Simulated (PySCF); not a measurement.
# Static response to an electric field

Compound: dimethylsilane, C2H8Si.
SMILES with atom numbers: `[CH3:1][SiH2:2][CH3:3]` (hydrogens: H4, H5, H6 on C1; H7, H8 on Si2; H9, H10, H11 on C3)

Cartesian coordinates in Å at the PBE0-D3(BJ)/def2-TZVP level; atoms count from 1:
```xyz
11
C2H8Si angstrom
C     -1.5431    0.0839   -0.3228
Si     0.2209    0.6771   -0.1214
C      1.3556   -0.7051    0.4296
H     -2.1929    0.8975   -0.6529
H     -1.6026   -0.7167   -1.0645
H     -1.9368   -0.3011    0.6212
H      0.7049    1.2334   -1.4176
H      0.2598    1.7818    0.8797
H      1.0327   -1.1161    1.3890
H      2.3815   -0.3473    0.5424
H      1.3618   -1.5179   -0.3011
```

Level: CAM-B3LYP/aug-cc-pVTZ (PySCF), static field, nuclei fixed, core orbitals frozen in the response. The polarisability tensor in these axes (au):

```
x   59.04 -1.27  2.04
y   -1.27 54.10 -1.19
z    2.04 -1.19 50.81
```

Problem. Give the principal values, the mean and the anisotropy Δα = √{½[(α1 − α2)² + (α2 − α3)² + (α1 − α3)²]}.

Solution. Principal values 50.13, 53.90 and 59.91 au; mean 54.65 au = 8.10 Å³ = 9.01 × 10⁻⁴⁰ C²·m²/J; Δα = 8.55 au (16 % of the mean).

Problem. What is the dipole moment, and where does it point?

Solution. (-0.22, -0.71, 0.13) D, 0.76 D in size, pointing from the negative to the positive side. Measured along this direction, the outermost atoms are H8 and H7 at the negative end and H11, H9, H5 and H6 at the positive end.

Problem. Find the Langevin capture rate constant for NO+ (29.998 u) meeting this molecule (60.040 u), k = 2.342 × 10⁻⁹ cm³/s × √(α in Å³ / reduced mass in u).

Solution. The reduced mass is 20.00 u, so k = 1.49 × 10⁻⁹ cm³/s. The formula leaves out the permanent dipole, which adds to the capture rate.

Problem. Orientational against electronic polarisability at 350 K (dilute gas, rigid molecules)?

Solution. In Gaussian units μ²/3kT = 3.93 Å³ against 8.10 Å³, a ratio of 0.49; the Debye molar polarisation (4π/3)N_A(α + μ²/3kT) is 30.4 cm³/mol, leaving out the vibrational part.

Problem. In TDDFT the mean static polarisability is Σ f/ω² over all singlet excitations (ω in hartree). How much of it do the 10 lowest give? Their energies (eV) and oscillator strengths: 7.86, 0.0820; 8.08, 0.0243; 8.19, 0.0471; 8.38, 0.0119; 8.42, 0.0002; 8.44, 0.0714; 8.66, 0.0491; 8.73, 0.2098; 8.77, 0.0237; 8.79, 0.0000.

Solution. They add up to 5.40 au, 9.9 % of the 54.65 au; the largest single term is 2.04 au, from the state at 8.73 eV. Terms in order: 0.98, 0.28, 0.52, 0.13, 0.00, 0.74, 0.49, 2.04, 0.23, 0.00 au. Higher excitations give the rest. The strengths listed sum to 0.520.

Problem. What are the principal values of the traceless quadrupole moment, Θ = ½Σq(3rr − r²1), about the centre of nuclear charge?

Solution. -1.04, -0.10, 1.14 D·Å. The values depend on the origin, since the dipole doesn't vanish. The electronic extent ⟨r²⟩ about the same centre is 329 bohr², a root-mean-square distance of 1.65 Å for the 34 electrons.

Problem. Directions of the eigenvectors, and the extent of the frame along each?

Solution. Largest value along (0.94, -0.26, 0.24), where the nuclei span 4.89 Å; middle along (0.30, 0.94, -0.16), 2.58 Å; least along (-0.19, 0.23, 0.96), 2.40 Å. The response follows the extents in order.

Geometry: PBE0-D3(BJ)/def2-TZVP; no solvent, vibrations or thermal averaging.
